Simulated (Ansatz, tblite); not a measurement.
**H2Se2: one state, many levels**

Aim: run the singlet of H2Se2 at one geometry on many levels, and compare frontier levels, spin and run time.

Method: as each input shows; program: Ansatz 0.2.0, Gaussian basis.

Levels to be run: GFN1-xTB, GFN2-xTB, PBE-D4/def2-TZVP, r2SCAN-D4/def2-TZVP, r2SCANh-D4/def2-TZVP, ωB97X-V/def2-TZVP, B97M-V/def2-TZVP, BLYP-D4/def2-TZVP, revPBE-D4/def2-TZVP, CAM-B3LYP-D4/def2-TZVP, HSE06-D4/def2-TZVP, PBE-D4/def2-SVP, PBE0-D4/def2-SVP, HF/STO-3G, CCSD(T)/def2-TZVPP, MP2/def2-TZVP, RPA/def2-TZVP.

### 1 The relaxed structure

The singlet was relaxed beforehand with r2SCAN-D4/def2-TZVP.

4 atoms, charge 0, spin multiplicity 1.

Bond lengths: Se1–Se2 2.333 Å, Se1–H3 1.473 Å, Se2–H4 1.473 Å. Angles: Se2–Se1–H3 96.7°, Se1–Se2–H4 96.7°.

PBE0-D4/def2-TZVP was run before; its log isn't repeated, and its numbers join the tables.

### 2 GFN1-xTB

Tight binding, by tblite at 300 K electronic temperature and without a spin-polarisation term:

```python
tblite.interface.Calculator('GFN1-xTB', numbers, positions, charge=0, uhf=0).singlepoint()
```

Energy -211.6684 eV, HOMO -10.19 eV, LUMO -6.26 eV; 0.005 s.

### 3 GFN2-xTB

Tight binding, by tblite at 300 K electronic temperature and without a spin-polarisation term:

```python
tblite.interface.Calculator('GFN2-xTB', numbers, positions, charge=0, uhf=0).singlepoint()
```

Energy -200.9819 eV, HOMO -10.80 eV, LUMO -7.48 eV; 0.005 s.

### 4 PBE-D4/def2-TZVP

start.molden holds the orbitals of an earlier run on this state, given as this run's starting guess.

in.yaml reads:

```yaml
crystal:
  periodic: [false, false, false]
  atoms:
    - {symbol: Se, position_ang: [-1.003507, -0.338233, -0.711178]}
    - {symbol: Se, position_ang: [1.209061, -0.405859, 0.024975]}
    - {symbol: H, position_ang: [-1.115425, 1.129225, -0.781315]}
    - {symbol: H, position_ang: [0.909881, -0.385133, 1.467528]}
basis:
  gaussian: {orbitals: def2-TZVP, initial_orbitals: start.molden}
hamiltonian: {xc: pbe, dispersion: d4}
scf: {omitted_lower_state_checks: [starts]}
output: {orbitals: {seedname: orbitals}}
```

The run is started by

```bash
$ ansatz run in.yaml --threads 4 --pin off --events-out ev --progress --plain --max-ram 3916MiB
```

Further steps of the session: r2SCAN-D4/def2-TZVP; r2SCANh-D4/def2-TZVP; ωB97X-V/def2-TZVP; B97M-V/def2-TZVP; BLYP-D4/def2-TZVP; revPBE-D4/def2-TZVP; CAM-B3LYP-D4/def2-TZVP; HSE06-D4/def2-TZVP; PBE-D4/def2-SVP; PBE0-D4/def2-SVP; HF/STO-3G; CCSD(T)/def2-TZVPP; MP2/def2-TZVP; RPA/def2-TZVP.

**Question.** What will the summary of the whole plan be? Wanted: gap in def2-TZVP, named functionals, smallest and largest; correlation energy, CCSD(T)/def2-TZVPP; correlation energy, MP2/def2-TZVP; binding an atom, CCSD(T)/def2-TZVPP; PBE0 total energy, smallest basis above largest.

**Answer**, as computed:

| quantity | value |
| --- | --- |
| gap in def2-TZVP, named functionals, smallest and largest | 3.38 eV (BLYP-D4), 9.90 eV (ωB97X-V) |
| correlation energy, CCSD(T)/def2-TZVPP | -15.94 eV |
| correlation energy, MP2/def2-TZVP | -14.71 eV |
| binding an atom, CCSD(T)/def2-TZVPP | 2.254 eV |
| PBE0 total energy, smallest basis above largest | 16.09 eV (def2-SVP, def2-TZVP) |

In words: Over the named functionals in def2-TZVP the gap runs from 3.38 eV (BLYP-D4) to 9.90 eV (ωB97X-V); exact exchange widens it. A small miss in a minimal or small basis is a cancelling of errors, not accuracy. The functionals in def2-TZVP miss CCSD(T)/def2-TZVPP by +0.035 (CAM-B3LYP-D4) to +0.125 eV (PBE-D4) an atom. CCSD(T)/def2-TZVPP isn't at the basis-set limit; small misses against it rank nothing.
